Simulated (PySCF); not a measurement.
Structure elucidation problem

An unknown has the formula C₆H₅F. Its calculated NMR data are:

¹H NMR (500 MHz, computed): δ 7.61 (ddd, J = 9.9, 8.8, 5.4 Hz, 2H), 7.35 (tt, J = 8.8, 1.0 Hz, 1H), 7.29 (ddd, J = 9.9, 9.8, 1.0 Hz, 2H).

¹³C{¹H} NMR (computed): δ 173.6 (C, d, J = 312.6 Hz), 136.9 (CH, d, J = 6.2 Hz), 129.5 (CH), 121.5 (CH, d, J = 19.8 Hz).

How the numbers were obtained: B97-2/pcSseg-2 with gauge-including orbitals, J couplings at B3LYP/pcJ-2 (spin–dipole term only in couplings to heteroatoms), PBE0-D3(BJ)/def2-TZVP geometry, in PySCF 2.14 (one computed conformer, rapidly exchanging positions averaged, no solvent, non-relativistic Hamiltonian).

Scale: ¹H (σ = 31.64 ppm), ¹³C (σ = 185.38 ppm) vs TMS (reference shieldings calculated alike).

Deduce the structure.

Answers


- Rings plus π bonds: 4 (1 ring in the answer).
- 4 carbon signals for 6 carbons: some carbons are equivalent by symmetry or fast rotation.
- Carbon types of the structure: 1 × C, 5 × CH, which accounts for all hydrogens.
- δC 173.6: aromatic carbon bearing fluorine; the electronegative substituent deshields the carbon that carries it.
- δC 136.9, 129.5, 121.5: aromatic CH.
- δH 7.61, 7.35, 7.29: hydrogen on an aromatic CH; ring-current deshielding.
- The protons at 7.29 and 7.61 share a coupling of 9.9 Hz (vicinal, an ortho-type coupling).
- The protons at 7.61 and 7.35 share a coupling of 8.8 Hz (vicinal, an ortho-type coupling).

The compound is `Fc1ccccc1`.

This is the structure that produced the data.

C–F couplings over four or more bonds (about 3 Hz to the para carbon of a fluoroarene) are left out. Common functionals overestimate the size of one-bond C–F couplings by tens of Hz; these are unscaled. Splittings below 1 Hz are ignored in the labels, and close J values are merged. Couplings among chemically equivalent protons are left out too, so labels in AA′BB′ or AA′XX′ sets are apparent multiplicities. Shifts are as computed. Against solution values, carbons near 30 ppm lie about +3 ppm off and those near 130 ppm about +7 ppm. Of 1211 compounds with measured shifts, 218 miss one by over three times the rms of a fit or turn the order of signals round; such compounds aren't used in these exercises.
